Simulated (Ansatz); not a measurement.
Gas-phase reaction in SMILES: C=C (C2H4) -> C=C (C2H4) as triplet, charge 0 (to the triplet)

Wanted: adiabatic triplet-singlet gap, E(triplet) - E(singlet) (0 K, with zero-point energies), in eV. Conventions: no dispersion term unless named; six Cartesian d functions in 6-31G* and its kin unless marked 5d; non-relativistic; open shells spin-unrestricted; spin-orbit terms left out; valence correlation only. First-principles rows: single points at B3LYP-D3(BJ) geometries (Ansatz, an electronic-structure program), with unscaled harmonic terms from B3LYP/6-31G* at its own minima. Levels can end on unlike triplets.

| species | coefficient | E at MP2/6-31G* (Ansatz), Eh | E at PBE/def2-TZVPD (Ansatz), Eh | zero-point energy, kcal/mol |
|---|---|---|---|---|
| C=C (C2H4) | -1 | -78.28486 | -78.50050 | 32.14 |
| C=C (C2H4) as triplet, charge 0 | +1 | -78.17663 | -78.39807 | 28.65 |

 1 Eh = 27.2114 eV and 1 eV = 23.0605 kcal/mol.

Compute it at each level from the table.


- MP2/6-31G*: the sum of coefficient times E is 0.10823 Eh, or 2.945 eV; the thermal terms add -0.151. Result: 2.79 eV.
- PBE/def2-TZVPD: the sum of coefficient times E is 0.10243 Eh, or 2.787 eV; the thermal terms add -0.151. Result: 2.64 eV.
